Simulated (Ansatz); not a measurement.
We consider bcc Nb, described by PBEsol in Ansatz (plane waves, PAW).

Settings: plane-wave cutoff 520 eV, 24×24×24 k mesh, Fermi–Dirac smearing 0.05 eV, no spin polarisation, scalar-relativistic PAW data made under PBE.

Computed at the level's own relaxed cell.

Problem. Give the computed equilibrium volume per atom, bulk modulus, lattice parameter a and pressure derivative B′ of the bulk modulus.

Solution. 
- equilibrium volume per atom: 17.51 Å³/atom
- bulk modulus: 181 GPa
- lattice parameter a: 3.271 Å
- pressure derivative B′ of the bulk modulus: 3.8

The run finds no gap.

Measured, for comparison: equilibrium volume per atom 17.87 Å³/atom, lattice constant a 3.294 Å (static lattice: zero-point anharmonic expansion removed; as tabulated in Mejia-Rodriguez and Trickey (2018), arXiv:1807.09216); bulk modulus 173 GPa (0 K value with the zero-point phonon effect removed; as tabulated in Mejia-Rodriguez and Trickey (2018), arXiv:1807.09216). Computed (rounded) less measured: equilibrium volume per atom -2.0 %, bulk modulus +5 %, lattice constant a -0.7 %.

Static lattice: no zero-point or thermal effects.

The result took roughly 50 core-seconds.

Ansatz is a quantum-chemistry and plane-wave program.
